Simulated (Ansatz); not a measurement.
C4H6F2 can be A, `FCC1(F)CC1`, or B, `F[C@H]1C[C@@H](F)C1`.

Calculated with Ansatz (gas phase, PBE0-D4/def2-TZVP geometries, no zero-point term in ΔE). CCSD(T)/CBS is the MP2 limit (def2-TZVPP, def2-QZVPP) plus CCSD(T) − MP2 in def2-TZVPP, frozen cores. DFT in def2-TZVPP. B3LYP here is the variant with VWN-RPA as its local correlation; programs differ in this. One conformer a species, not always the lowest.

(1) Which isomer does CCSD(T)/CBS put lower? Give the gap. (Estimate.)

(2) Give E(B) − E(A) in kJ/mol with CCSD(T)/def2-TZVPP, B2PLYP, PBE-D4, CCSD/def2-TZVPP, ωB97M-V, B3LYP-D4, B3LYP. (An estimate is asked.)

Largest T1 diagnostic: 0.011.

Results:

(1) The calculation gave: B, by 35.5 kJ/mol.

(2) Computed: CCSD(T)/def2-TZVPP -34.4, B2PLYP -30.8, PBE-D4 -33.2, CCSD/def2-TZVPP -34.1, ωB97M-V -33.4, B3LYP-D4 -29.8, B3LYP -29.3. None reverses the order clearly.
